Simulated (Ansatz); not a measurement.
Results of RPBE (Ansatz, a quantum-chemistry and plane-wave program, PAW) for bcc Fe.

Run with plane-wave cutoff 520 eV, 26×26×26 k mesh, Fermi–Dirac smearing 0.05 eV, spin-polarised with parallel moments, scalar-relativistic PAW data made under PBE.

Computed at the level's own relaxed cell.

Give the computed volume per atom, bulk modulus B0, lattice parameter a and magnetic moment per atom (the cell's total over its atoms).


volume per atom: 11.71 Å³/atom
bulk modulus B0: 160 GPa
lattice parameter a: 2.861 Å
magnetic moment per atom (the cell's total over its atoms): 2.23 μB

The run finds no gap.

Measured, for comparison: equilibrium volume per atom 11.61 Å³/atom, lattice constant a 2.853 Å (static lattice: zero-point anharmonic expansion removed; as tabulated in Mejia-Rodriguez and Trickey (2018), arXiv:1807.09216); bulk modulus 174 GPa (corrected for temperature and zero-point phonon effects, our sources range from 170 to 175; as tabulated in Levämäki et al. (2014), arXiv:1402.3671). Computed (rounded) less measured: equilibrium volume per atom +0.9 %, bulk modulus -8 % (-6 % to -9 % over the range), lattice constant a +0.3 %.

Moments are spin moments.

Computed values are for the static lattice.

It cost very roughly 4 core-minutes of CPU time.
